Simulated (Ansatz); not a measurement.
SbSI (Pnma, No. 62), treated with PBEsol in Ansatz (plane waves, PAW).

Settings: plane-wave cutoff 500 eV, 6×10×4 k mesh (along the axes of the cell as run), gaussian smearing 0.02 eV, scalar-relativistic PAW data made under PBE.

Cell (relaxed at this level):

```cif
data_I4S4Sb4
_chemical_formula_sum 'Sb4 S4 I4'
_space_group_name_H-M_alt 'P 1'
_space_group_IT_number 1
_cell_length_a 8.46311
_cell_length_b 4.03449
_cell_length_c 10.18882
_cell_angle_alpha 90.000
_cell_angle_beta 90.000
_cell_angle_gamma 90.000
loop_
_space_group_symop_operation_xyz
  'x, y, z'
loop_
_atom_site_label
_atom_site_type_symbol
_atom_site_fract_x
_atom_site_fract_y
_atom_site_fract_z
_atom_site_occupancy
Sb1 Sb 0.62000 0.75000 0.37485 1
Sb2 Sb 0.38000 0.25000 0.62515 1
Sb3 Sb 0.88000 0.25000 0.87485 1
Sb4 Sb 0.12000 0.75000 0.12515 1
S1 S 0.84139 0.75000 0.04424 1
S2 S 0.15861 0.25000 0.95576 1
S3 S 0.65861 0.25000 0.54424 1
S4 S 0.34139 0.75000 0.45576 1
I1 I 0.01776 0.75000 0.67340 1
I2 I 0.98224 0.25000 0.32660 1
I3 I 0.48224 0.25000 0.17340 1
I4 I 0.51776 0.75000 0.82660 1
```

Problem. Give the computed band gap.

Solution. 
- band gap: 1.53 eV (on the SCF k mesh)

Measured, for comparison: band gap 1.88 eV (temperature not stated, no zero-point or thermal correction, indirect; as tabulated in Butler et al. (2014), arXiv:1412.6929).

Note: the cell comes from a level without a dispersion term, which matters for the spacing of layers, chains or molecules.

Spin–orbit coupling is not included.

The computed numbers hold no vibrational or temperature effects.

The result took about 40 core-minutes (a rough figure).

Ansatz is a quantum-chemistry and plane-wave program.
